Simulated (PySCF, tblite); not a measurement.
Scan of CF₄, singlet: flattening of a tetrahedron along the D2d path, bond length relaxed. Scanned: the two opposite F-C-F angles (109.47 = tetrahedral, 180 = square planar). Other coordinates (C-F bond length) were minimised at PBE0/def2-TZVP.

Levels of theory: RHF/def2-TZVP, density fitting (PySCF); CAM-B3LYP/def2-TZVP, density fitting (PySCF); GFN2-xTB, 300 K electronic temperature (tblite).

Energies in kcal/mol, each method relative to its own lowest point.

| a / ° | RHF | CAM-B3LYP | GFN2-xTB |
|---|---|---|---|
| 90 | 45.8 | 39.0 | 30.4 |
| 96.50 | 18.7 | 15.9 | ___ |
| 101.50 | 6.6 | 5.7 | 4.3 |
| 106.34 | 1.0 | 0.8 | 0.6 |
| 109.47 | 0.0 | 0.0 | 0.0 |
| 116.50 | 4.3 | 3.7 | 2.8 |
| 123 | 14.9 | 12.5 | 9.5 |
| 133 | 40.1 | 33.4 | ___ |
| 143 | ___ | ___ | 45.5 |
| 153 | 105.5 | 86.2 | ___ |
| 163 | 135.4 | 109.4 | 86.2 |
| 173 | 155.2 | 124.1 | 99.4 |
| 180 | 159.7 | 127.4 | 102.4 |

Question: Fill in the missing entries.

Answer: 
- 96.50, GFN2-xTB: 12.3
- 133, GFN2-xTB: 25.4
- 143, RHF: 72.0
- 143, CAM-B3LYP: 59.4
- 153, GFN2-xTB: 66.9
